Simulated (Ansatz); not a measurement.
# BNSi: the cost of one run

Program: Ansatz 0.2.0, Gaussian basis. Level of theory: def2-QZVPP, core rule «outside noble gas», up to 7 orbitals frozen. These are calculated values, not measurements.

The runs, in order: UHF; ROHF; CCSD(T) on UHF.

2 further runs of the same task are left out: 2 set aside as unsound or not needed.

## Step 1: What is computed

The geometry is a PBE0/def2-TZVP stationary point (not a proven minimum) of the parent state, kept for this charge and spin.

3 atoms, charge 1, spin multiplicity 2.

Atoms are counted from 1 here; the program's logs count them from 0.

Bond lengths: B1–N2 1.366 Å, N2–Si3 1.578 Å. Angles: B1–N2–Si3 180.0°.

## Step 2: UHF

in.yaml

```yaml
crystal:
  periodic: [false, false, false]
  atoms:
    - {symbol: B, position_ang: [0.000000, 0.000000, 1.436730]}
    - {symbol: N, position_ang: [0.000000, 0.000000, 0.070506]}
    - {symbol: Si, position_ang: [0.000000, 0.000000, -1.507236]}
basis:
  gaussian: {orbitals: "def2-QZVPP.json"}
total_charge: 1
magnetization: {spin_polarized: true, initial_magnetization: 1}
hamiltonian: {xc: hf}
output: {orbitals: {seedname: orbitals}}
```

On the command line:

```bash
$ ansatz run in.yaml --threads 1 --pin off --events-out ev --progress --plain --max-ram 2393MiB
```

What time and memory should one allow on 1 thread of Arm Neoverse V2, shared host?

About 10 s, with a peak of 0.39 GiB.
